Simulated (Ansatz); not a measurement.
Process, species as SMILES: [OH] (OH) → OH+ (triplet, bonded as [OH]) + e-
B3LYP-D3(BJ)/def2-TZVP geometries, fixed; electronic energies without zero-point terms.

Effect of a fitting basis named in the input at MP2/cc-pVTZ with Ansatz (a program for electronic structure), against the last row, where the adiabatic ionisation energy is 12.82 eV. Cores are frozen. Open shells are unrestricted. The default fits or decomposes integrals by the program's own choice; accuracy: high also tightens integrals, grids and stops.

| setting | largest shift of a total energy (mEh) | shift of the adiabatic ionisation energy (eV) |
|---|---|---|
| fitting: def2-universal-jkfit and def2-SVP-RIFIT | -1.921 | -0.005 |
| fitting: def2-universal-jkfit and cc-pVDZ-RIFIT | -1.159 | -0.001 |
| fitting: def2-universal-jkfit and cc-pVTZ-RIFIT | 0.042 | 0.000 |
| fitting: def2-universal-jkfit and aug-cc-pVTZ-RIFIT | 0.036 | 0.000 |
| fitting: def2-universal-jkfit and cc-pVQZ-RIFIT | 0.036 | 0.000 |
| fitting: def2-universal-jkfit and aug-cc-pVQZ-RIFIT | 0.032 | 0.000 |
| accuracy: high | -0.001 | 0.000 |
| accuracy: medium (default) | 0.000 | 0.000 |

Within 0.002 eV in the adiabatic ionisation energy: fitting: def2-universal-jkfit and cc-pVDZ-RIFIT; fitting: def2-universal-jkfit and cc-pVTZ-RIFIT; fitting: def2-universal-jkfit and aug-cc-pVTZ-RIFIT; fitting: def2-universal-jkfit and cc-pVQZ-RIFIT; fitting: def2-universal-jkfit and aug-cc-pVQZ-RIFIT; accuracy: high. The largest shift is 1.921 mEh in a total energy and 0.005 eV in the difference.
